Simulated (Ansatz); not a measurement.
Geometry optimisation, Ansatz 0.2.0, RKS PBE0-D4/def2-SVP.

input.yaml

```yaml
crystal:
  periodic: [false, false, false]
  atoms:
    - { symbol: Al, position_ang: [0.079807, -0.204699, 0.187929] }
    - { symbol: H, position_ang: [0.491971, -0.846724, 1.534877] }
    - { symbol: "N", position_ang: [1.863278, 0.223495, 0.00043] }
    - { symbol: H, position_ang: [2.450616, -0.245346, 0.684418] }
    - { symbol: H, position_ang: [2.434772, 0.667907, -0.710476] }
    - { symbol: "N", position_ang: [-1.354413, 0.073579, -0.802622] }
    - { symbol: H, position_ang: [-2.301619, -0.147885, -0.519263] }
    - { symbol: H, position_ang: [-1.356512, 0.479672, -1.731094] }
basis:
  gaussian: { orbitals: def2-SVP }
hamiltonian:
  xc: pbe0
  dispersion: d4
relax:
  f_tol: 0.03
  max_steps: 50
```

Run as:

```bash
$ ansatz run input.yaml --threads 1 --pin off --max-ram 2048MiB --backend cpu --events-out ev --progress --plain --runs-dir out
```

Task: Where does it end, and by what steps?

Result: It converged. After 5 steps the energy has fallen by 0.633 eV; H2 moved furthest, 0.64 Å.

| step | energy less start (eV) | largest force component (eV/Å) | accepted |
| --- | --- | --- | --- |
| 0 | 0.0000 | 2.341 | yes |
| 1 | -0.3580 | 1.397 | yes |
| 2 | -0.5210 | 0.638 | yes |
| 3 | -0.6092 | 0.400 | yes |
| 4 | -0.6323 | 0.045 | yes |
| 5 | -0.6332 | 0.028 | yes |

```xyz
8
Properties=species:S:1:pos:R:3
Al 0.185 -0.282 0.344
H -0.090 -1.034 1.711
N 1.844 0.183 -0.080
H 2.646 -0.005 0.511
H 2.149 0.666 -0.918
N -1.170 0.083 -0.743
H -2.133 -0.162 -0.540
H -1.122 0.551 -1.640
```

Whether the end is a true minimum wasn't checked by a vibrational analysis.

The run took 12 s on 1 thread of Arm Neoverse V2, with other jobs on the host, peak memory 0.12 GiB.
